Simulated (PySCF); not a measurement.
C2H5O, charge -1, multiplicity 1. Atoms are numbered in the order given.

```xyz
8

C     -0.2057    -1.1791     0.0000
C      0.4858     0.2123     0.0000
O     -0.3627     1.2477     0.0000
H      0.5269    -2.0128     0.0000
H     -0.8503    -1.2702    -0.8913
H     -0.8503    -1.2702     0.8913
H      1.1972     0.1865     0.8901
H      1.1972     0.1865    -0.8901
```
Charge -1, spin multiplicity 1.

The structure is a stationary point at ωB97X-D3(BJ)/def2-SVPD. The spin state was assumed, not searched. The isomer is the one that the SMILES or the coordinates give; other isomers of the formula were not compared.

All values below come from PBE/pcSseg-2 (PySCF).

GIAO shieldings, no solvent; atoms alike by connectivity are averaged. δ = σ(ref) − σ: ¹³C against TMS (σ = 181.4 ppm); ¹⁷O against H2O (σ = 327.5 ppm); ¹H against TMS (σ = 31.47 ppm), references at their B3LYP-D3(BJ)/def2-TZVP geometries, non-relativistic.

Q: Estimate the chemical shifts. (Estimate from the structure and the level; the computed values follow.)

A: 
| nucleus | atoms | count | δ (ppm) |
|---|---|---|---|
| ¹³C | C2 | 1 | 88.7 |
| ¹³C | C1 | 1 | 33.1 |
| ¹⁷O | O3 | 1 | 215.3 |
| ¹H | H7, H8 | 2 | 6.68 |
| ¹H | H4, H5, H6 | 3 | 1.11 |
